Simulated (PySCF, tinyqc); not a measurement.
Inside a calculation. Method: harmonic frequencies on the B3LYP (VWN-RPA form)/sto-6g surface (energies and gradients from PySCF), for BH, spin multiplicity 1. The lowest restricted solution is unstable here: a spin-polarised one lies 0.0025 hartree lower (PySCF). One step of it, computed by the program tinyqc.

Problem. One row of the Hessian: 2Hz. Displace 2Hz by +/-0.01 bohr; H(k, :) = (g(+) - g(-)) / (2 delta).

optimised positions (bohr):
```
           x         y         z
1B  0.000000  0.000000  0.122339
2H  0.000000  0.000000  2.459028
```

gradient at +delta (hartree/bohr):
```
             x           y            z
1B  0.00000000  0.00000000  -0.00237442
2H  0.00000000  0.00000000   0.00237432
```

gradient at -delta (hartree/bohr):
```
             x           y            z
1B  0.00000000  0.00000000   0.00243238
2H  0.00000000  0.00000000  -0.00243239
```

Give: row of the Hessian.

Solution.

row of the Hessian (hartree/bohr^2): 1Bx 0.000000, 1By 0.000000, 1Bz -0.240340, 2Hx 0.000000, 2Hy 0.000000, 2Hz 0.240336
